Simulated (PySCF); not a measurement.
Gas-phase reaction: 2 (CH3)3Si → 2 CH3SiH3 + C4H6 (butadiene)

Energies from PySCF, thermal terms from the rigid-rotor harmonic-oscillator model, ideal gas at 1 bar. † marks an energy on the PBE0/def2-TZVP geometry and frequencies; other levels use their own. MP2 freezes the core. Open shells (unrestricted): (CH3)3Si (multiplicity 2); the rest are closed-shell singlets. (CH3)3Si: computed as isolated molecules; such fragments, hydroxides, amides, oligomers or adducts are transient or little studied in the gas. MP2 isn't extrapolated to the basis-set limit; its ΔH°(298 K) is 0.5 kJ in def2-SVP and 22.6 kJ in def2-TZVPP. The harmonic model lacks anharmonicity and excited electronic states, which grow with temperature; levels with a mode under 35 cm⁻¹ are left out. Internal rotation in (CH3)3Si, CH3SiH3, C4H6 (butadiene) is treated as a harmonic vibration of one conformer, which makes the entropy rough.

```
level               ΔE electronic, kJ  ΔH°(298 K), kJ  ΔS°(298 K), J/K  ΔG°(600 K), kJ
------------------  -----------------  --------------  ---------------  --------------
HF/def2-TZVP†                      46              12              113             -53
MP2/def2-SVP†                      34               0              113             -65
MP2/def2-TZVPP†                    56              23              113             -43
PBE/def2-TZVP†                     59              25              113             -40
PBE0/def2-QZVP†                    78              44              113             -21
PBE0/def2-SVP†                     66              33              113             -33
PBE0/def2-TZVP                     74              41              113             -25
LDA/def2-TZVP†                     81              47              113             -18
ωB97M-V/def2-TZVP†                 36               3              113             -63
ωB97X-V/def2-TZVP†                 45              12              113             -54
```
ΔH° is lowest at MP2/def2-SVP† and highest at LDA/def2-TZVP†. No reference value is set beside these.
